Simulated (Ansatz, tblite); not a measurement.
# The cluster KCl₂−: removing an electron

The task here is to estimate one member of a computed series from the others.

Program: Ansatz 0.2.0, Gaussian basis. Level of theory: as each input shows. These are calculated values, not measurements.

Levels to be run: charge 0 doublet, at the geometry of the singlet (PBE0-D4/def2-TZVPD, PBE-D4/def2-TZVPD, r2SCAN-D4/def2-TZVPD, CCSD(T)/def2-TZVPPD); the starting singlet's energies come from earlier runs.

### The geometry

The geometry is that of the singlet, from an earlier relaxation (PBE0-D4/def2-TZVPD). At that level it is the lowest of the isomers that a small search found.

3 atoms, charge -1, spin multiplicity 1.

Atoms are counted from 1 here; the program's logs count them from 0.

Bond lengths: K1–Cl2 2.870 Å, K1–Cl3 2.870 Å. Angles: Cl2–K1–Cl3 179.9°.

Coordinates:

```xyz
3
Cl2K
K     0.0017    0.0004   -0.0011
Cl    1.1797    1.2737    2.2860
Cl   -1.1814   -1.2741   -2.2849
```

The ion is computed in the gas phase, without counter-ions or solvent.

The first run:

File in.yaml:

```yaml
crystal:
  periodic: [false, false, false]
  atoms:
    - {symbol: K, position_ang: [0.001687, 0.000406, -0.001093]}
    - {symbol: Cl, position_ang: [1.179690, 1.273686, 2.285957]}
    - {symbol: Cl, position_ang: [-1.181388, -1.274092, -2.284874]}
basis:
  gaussian: {orbitals: def2-TZVPD}
magnetization: {spin_polarized: true, initial_magnetization: 1}
hamiltonian: {xc: pbe0, dispersion: d4}
output: {orbitals: {seedname: orbitals}}
```

Started as:

```bash
$ ansatz run in.yaml --threads 4 --pin off --events-out ev --progress --plain --max-ram 3916MiB
```

Steps of the session up to this table: Charge 0 doublet at the fixed geometry, PBE0-D4/def2-TZVPD; Charge 0 doublet at the fixed geometry, PBE-D4/def2-TZVPD; Charge 0 doublet at the fixed geometry, r2SCAN-D4/def2-TZVPD; Charge 0 doublet at the fixed geometry, CCSD(T)/def2-TZVPPD.

One table of the session follows, with a row left open; its other results are not shown here.

It belongs to the step «Vertical ionisation energy». 

```
              method  vertical ionisation energy (eV)
      HF/def2-TZVPPD                             4.40
   PBE-D4/def2-TZVPD                                ?
r2SCAN-D4/def2-TZVPD                             4.48
  PBE0-D4/def2-TZVPD                             4.77
     MP2/def2-TZVPPD                             5.61
    CCSD/def2-TZVPPD                             5.39
 CCSD(T)/def2-TZVPPD                             5.47
```

Q: Estimate the row for PBE-D4/def2-TZVPD from the others.

The run gave: vertical ionisation energy (eV): 4.30. In the column «vertical ionisation energy (eV)» it is the lowest.
